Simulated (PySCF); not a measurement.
## Spin–spin coupling constants

Bonds: B1-O4 1.345 Å. B1 carries H2, H3; O4 carries H5.

Indirect spin–spin couplings were computed at B3LYP/pcJ-1 (PySCF 2.14.0 with density-fitted response routines) on a PBE0-D3(BJ)/def2-SVP structure, for the isolated molecule, without vibrational or relativistic corrections. Couplings are averaged over pairs made equivalent by symmetry, fast rotation or ring inversion, so a value needn't be that of the named pair in this geometry, while other rotamers aren't included; one pair stands for each set, and the list holds those of at least 1.5 Hz over up to four bonds.

Isotopes: $^{11}$B, $^{1}$H, $^{17}$O. Couplings to quadrupolar nuclei such as 17O and 33S are rarely resolved in practice.

```json
{"pair": "B1, H2", "bonds": "1", "J (Hz)": "?"}
{"pair": "O4, H5", "bonds": "1", "J (Hz)": "-76.6"}
{"pair": "B1, H5", "bonds": "2", "J (Hz)": "-6.3"}
{"pair": "H2, H3", "bonds": "2", "J (Hz)": "?"}
{"pair": "H2, O4", "bonds": "2", "J (Hz)": "-9.3"}
{"pair": "H2, H5", "bonds": "3", "J (Hz)": "11.9"}
```

Estimate the withheld couplings, with signs.

## Answers


- $^{1}J$(B1,H2) = 151.6 Hz (mean over equivalent pairs that range from 144.9 to 158.3 Hz in this conformer)
- $^{2}J$(H2,H3) = 22.7 Hz (angle at B1 123°)
